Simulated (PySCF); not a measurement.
Structure problem from calculated spectra and properties.

Formula: HCN.

- Polarisability: 16.1 au [B3LYP/def2-SVPD]
- Dipole: 3.02 D [B3LYP/def2-SVPD]
- UV, first state: lowest singlet excitation: 8.04 eV (154 nm, f = 0.000) [TDDFT B3LYP/def2-SVPD]
- UV, strongest line: among the 8 lowest singlet transitions: S6/S7 at 9.91 eV (125 nm, f = 0.053 summed over these states) [TDDFT B3LYP/def2-SVPD]
- NMR, other nuclei: isotropic shieldings of nuclei other than C and H, by class: -42 (1 N) ppm [GIAO PBE0/pcSseg-1]
- 1H NMR: chemical shifts (computed TMS as zero) by class: 2.26 (1 H) ppm [GIAO PBE0/pcSseg-1]
- Triplet: lowest triplet excitation (Tamm–Dancoff): 6.53 eV [TDA B3LYP/def2-SVPD]
- Couplings: largest of the computed one-bond spin–spin couplings (means over like bonds): 13C–1H +278.0, 15N–13C -23.0 Hz [B3LYP/pcJ-1]
- 13C NMR: chemical shifts (computed TMS as zero) by class: 111.8 (1 C) ppm [GIAO PBE0/pcSseg-1]
- Rotational structure: rotational constant B (linear): 45.647 GHz [GFN2-xTB]

Gas-phase values; electronic properties from PySCF, density fitting. Levels stand in brackets. Geometry: GFN2-xTB; no solvent, vibrations or thermal averaging. Each NMR value is the plain mean over a class of atoms that symmetry, rotation or inversion makes alike.

Q: Give a SMILES that accounts for the data.

A: Its formula, HCN, gives 2 degrees of unsaturation: 0 rings and 2 π bonds in the structure found. The one carbon: cyano carbon (111.8 ppm). The one hydrogen (2.26 ppm): hydrogen on carbon. The other shieldings belong to: -42 ppm, cyano nitrogen. The couplings run between: +278.0 Hz, cyano carbon and its hydrogen; -23.0 Hz, cyano nitrogen and cyano carbon. The optimised geometry has point group C∞v and is a linear rotor. Structure: `C#N` (hydrogen cyanide). Computed isomers that give other values at the same levels: `[C-]#[NH+]` (13C chemical shifts (computed TMS as zero) by class: 180.7 (1 C) ppm).
